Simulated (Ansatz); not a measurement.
# C2H2ClF: single points off equilibrium

The task here is to estimate one member of a computed series from the others.

The runs use Ansatz 0.2.0, Gaussian basis; single points in def2-TZVPP.

Cores are frozen in the correlated methods.

**Starting geometry**

SMILES `FC=CCl`, 6 atoms, charge 0, spin multiplicity 1.

Atoms are counted from 1 here; the program's logs count them from 0.

Bond lengths: F1–C2 1.322 Å, C2–C3 1.362 Å, C2–H5 1.112 Å, C3–Cl4 1.748 Å, C3–H6 1.098 Å. Angles: F1–C2–C3 120.1°, F1–C2–H5 115.5°, C3–C2–H5 124.3°, C2–C3–Cl4 121.3°, C2–C3–H6 121.0°, Cl4–C3–H6 117.7°.

Geometry (Å):

| atom | x (Å) | y (Å) | z (Å) |
| --- | --- | --- | --- |
| F1 | -0.3130 | 1.7918 | 0.0849 |
| C2 | -0.0027 | 0.6012 | -0.3990 |
| C3 | 0.0160 | -0.4863 | 0.4202 |
| Cl4 | 0.4052 | -2.0770 | -0.1919 |
| H5 | 0.2024 | 0.5667 | -1.4909 |
| H6 | -0.2123 | -0.3927 | 1.4901 |

The first run:

Contents of run/in.yaml:

```yaml
crystal:
  periodic: [false, false, false]
  atoms:
    - {symbol: F, position_ang: [-0.313000, 1.791800, 0.084900]}
    - {symbol: C, position_ang: [-0.002700, 0.601200, -0.399000]}
    - {symbol: C, position_ang: [0.016000, -0.486300, 0.420200]}
    - {symbol: Cl, position_ang: [0.405200, -2.077000, -0.191900]}
    - {symbol: H, position_ang: [0.202400, 0.566700, -1.490900]}
    - {symbol: H, position_ang: [-0.212300, -0.392700, 1.490100]}
basis:
  gaussian: {orbitals: def2-TZVPP}
correlation: {method: ccsd_t}
output: {forces: true}
```

The command line of these runs was not kept.

Steps of the session up to this table: CCSD(T)/def2-TZVPP; PBE0-D4/def2-TZVPP; wB97M-V/def2-TZVPP; r2SCAN-D4/def2-TZVPP; PBE-D4/def2-TZVPP; SPW92/def2-TZVPP; revPBE-D4/def2-TZVPP.

One of the session's tables, all rows but one given; the rest of the session is left out.

```
   method  RMS force component (eV/Å)  angle to CCSD(T) forces (°)  dipole (D)
  CCSD(T)                       0.666                    reference        0.22
  PBE0-D4                       0.756                         19.3        0.28
  wB97M-V                       0.851                         14.4        0.29
r2SCAN-D4                           ?                            ?           ?
   PBE-D4                       0.674                         13.8        0.29
    SPW92                       0.681                         32.9        0.25
revPBE-D4                       0.688                         15.4        0.31
```

**Question.** Estimate the row for r2SCAN-D4.

**Answer.** RMS force component (eV/Å): 0.736; angle to CCSD(T) forces (°): 10.0; dipole (D): 0.32. In the column «RMS force component (eV/Å)» it lies between revPBE-D4 (0.688) and PBE0-D4 (0.756).
